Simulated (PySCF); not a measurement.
# Potential energy of BS along the bond

Set-up: PySCF, no relativity, basis sets B pcseg-1, S pcseg-1. Energies in eV from B + S in their ground configurations at the same level. State: ²Σ⁺ (doublet), unpaired electrons σ ↑.

Curves on a restricted Hartree–Fock reference rise too fast on stretching and do not dissociate correctly.

| R (Å) | BP86 | PBE | ROHF |
| --- | --- | --- | --- |
| 1.391 | -4.215 | -4.341 | -2.446 |
| 1.456 | -5.156 | -5.280 | -3.324 |
| 1.521 | -5.704 | -5.825 | -3.798 |
| 1.569 | -5.919 | -6.037 | -3.951 |
| 1.618 | -6.004 | -6.118 | -3.969 |
| 1.667 | -5.988 | -6.097 | -3.882 |
| 1.731 | -5.847 | -5.950 | -3.644 |
| 1.812 | -5.538 | -5.631 | -3.212 |
| 1.909 | -5.053 | -5.135 | -2.589 |
| 2.039 | -4.331 | -4.395 | -1.723 |

Put a parabola through the three lowest points of the BP86 curve and estimate Re, k and ωe (reduced mass 8.189 u; 1 eV/Å² = 0.16022 mdyn/Å; ωe = 1302.8·√(k/μ) cm⁻¹).

Through R = 1.569, 1.618, 1.667 Å the second-order coefficient is 21.0 eV/Å², so Re ≈ 1.635 Å, k ≈ 6.74 mdyn/Å and ωe ≈ 1182 cm⁻¹. A polynomial fit of higher order to the unrounded BP86 energies gives Re = 1.633 Å, k = 6.38 mdyn/Å, ωe = 1150 cm⁻¹; anharmonicity and rounding make the difference.

The higher-order fit for each curve: BP86: Re = 1.633 Å, ωe = 1150 cm⁻¹, De = 6.01 eV; PBE: Re = 1.631 Å, ωe = 1159 cm⁻¹, De = 6.12 eV; ROHF: Re = 1.601 Å, ωe = 1270 cm⁻¹, De = 3.98 eV.

The state was picked by a PBE0 search and need not be the measured ground state.
